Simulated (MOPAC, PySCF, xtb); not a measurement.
System: F4Si, singlet: flattening of a tetrahedron along the D2d path, bond length relaxed. Scanned: the two opposite F-Si-F angles (109.47 = tetrahedral, 180 = square planar). Other coordinates (Si-F bond length) were minimised at PBE0/def2-TZVP. Each profile is relative to its own lowest point.

| a / ° | A | B | C |
|---|---|---|---|
| 90 | 19.5 | 14.2 | 11.0 |
| 95 | 10.0 | 7.1 | 5.9 |
| 100 | 4.0 | 2.8 | 2.5 |
| 105 | 0.8 | 0.6 | 0.6 |
| 109.47 | 0.0 | 0.0 | 0.0 |
| 115 | 1.1 | 0.8 | 0.8 |
| 120 | 3.9 | 2.6 | 3.0 |
| 130 | 13.3 | 8.9 | 10.7 |
| 140 | 25.9 | 17.3 | 21.9 |
| 150 | 39.5 | 26.4 | 34.6 |
| 160 | 51.7 | 34.7 | 46.6 |
| 170 | 60.2 | 40.6 | 55.2 |
| 180 | 63.3 | 42.7 | 58.4 |

Energies in kcal/mol.

Task: Match the curves with the methods xtb 6.7.1 with GFN1-xTB; MOPAC with PM6, restricted, heats of formation; wB97X-V/def2-TZVP in PySCF.

Result: A is wB97X-V; B is GFN1-xTB; C is PM6.
